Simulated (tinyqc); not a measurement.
Ways to converge the cycle: SCF convergence aids in the sto-3g basis, for H2O, spin multiplicity 1. Computed by the program tinyqc with PySCF. Command: `OMP_NUM_THREADS=1 python tinyqc.py 113793 113794 out.jsonl`; one thread of a shared host (Intel(R) Xeon(R) Processor @ 2.60GHz), about 0.6 s.

Geometry (angstrom):

| atom | x | y | z |
|---|---|---|---|
| O | 0.0000 | 0.0000 | 0.0000 |
| H | 0.0000 | 0.9860 | 0.6650 |
| H | 0.0000 | -0.9860 | 0.6650 |

lowest restricted solution found by these runs and by PySCF = -74.894126 hartree

RHF with one setting changed at a time; a run stops when the energy changes by less than 1e-09 hartree and the error matrix is below 1e-5. The start is the Wolfsberg-Helmholz matrix. Damping d keeps d of the old density; a shift (hartree) raises the virtual levels; DIIS n extrapolates F over n matrices.

Largest element of the error matrix X^T (FDS - SDF) X:

| iteration | plain | damping 0.3 | damping 0.6 | shift 0.4 | DIIS 3 | DIIS 8 |
|---|---|---|---|---|---|---|
| 1 | 5.1e-01 | 5.1e-01 | 5.1e-01 | 5.1e-01 | 5.1e-01 | 5.1e-01 |
| 2 | 1.3e-01 | 1.3e-01 | 3.0e-01 | 1.6e-01 | 1.3e-01 | 1.3e-01 |
| 3 | 3.2e-02 | 7.6e-02 | 1.7e-01 | 9.4e-02 | 3.8e-02 | 3.8e-02 |
| 4 | 1.1e-02 | 4.1e-02 | 1.0e-01 | 5.0e-02 | 7.4e-03 | 7.4e-03 |
| 5 | 4.2e-03 | 2.2e-02 | 7.3e-02 | 2.7e-02 | 2.5e-03 | 2.2e-03 |
| 6 | 1.8e-03 | 1.2e-02 | 5.4e-02 | 1.5e-02 | 1.1e-03 | 4.4e-05 |
| 8 | 4.3e-04 | 3.7e-03 | 3.0e-02 | 4.8e-03 | 1.7e-05 | 3.1e-09 |
| 10 | 1.2e-04 | 1.2e-03 | 1.6e-02 | 2.1e-03 | - | - |
| 14 | 8.6e-06 | 1.9e-04 | 4.9e-03 | 4.2e-04 | - | - |
| 20 | - | 1.6e-05 | 8.9e-04 | 3.8e-05 | - | - |
| 30 | - | - | 7.2e-05 | - | - | - |

How each run ends:

| run | iterations | E (hartree) | state |
|---|---|---|---|
| plain | 15 | -74.894126 | lowest found |
| damping 0.3 | 22 | -74.894126 | lowest found |
| damping 0.6 | 42 | -74.894126 | lowest found |
| shift 0.4 | 24 | -74.894126 | lowest found |
| DIIS 3 | 9 | -74.894126 | lowest found |
| DIIS 8 | 8 | -74.894126 | lowest found |

6 of 6 runs reach the lowest restricted solution found, in 8 to 42 iterations (fastest: DIIS 8). Plain steps already contract here, so damping only slows them. DIIS 3 and DIIS 8 gain by cancelling the error over several earlier matrices, much as a quasi-Newton step does.
